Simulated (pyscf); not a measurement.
One four-centre exchange on the singlet surface with elements of a group swapped. ωB97M-D3(BJ)/def2-TZVP, eV, from the separated reactants. Single points on ωB97X-D3(BJ)/def2-SVP structures (PySCF, gas phase).

```
step                                  barrier  reaction energy  imaginary mode (i cm⁻¹)
------------------------------------  -------  ---------------  -----------------------
Cl–InH–Cl + NH₃ → H₂N–In(Cl)–Cl + H₂     1.07            +0.23                     1344
Cl–GaH–Cl + NH₃ → H₂N–Ga(Cl)–Cl + H₂      ___              ___                     1366
```

Question: Fill in the missing entries.

Answer: 
- Cl–GaH–Cl + NH₃ → H₂N–Ga(Cl)–Cl + H₂, barrier: 0.84
- Cl–GaH–Cl + NH₃ → H₂N–Ga(Cl)–Cl + H₂, reaction energy: -0.14

Row 1: On the reactant side the descent ends in an adduct with a In–N contact, 1.29 eV under the separated species and 2.24 eV under the saddle at ωB97X-D3(BJ)/def2-TZVP. Row 2: On the reactant side the descent ends in an adduct with a Ga–N contact, 1.37 eV under the separated species and 2.12 eV under the saddle at ωB97X-D3(BJ)/def2-TZVP. Each row is the saddle that its search found. Elements up to Kr have no core potential and no relativistic terms here. Elements past Kr carry the def2 core potentials, without spin-orbit coupling.
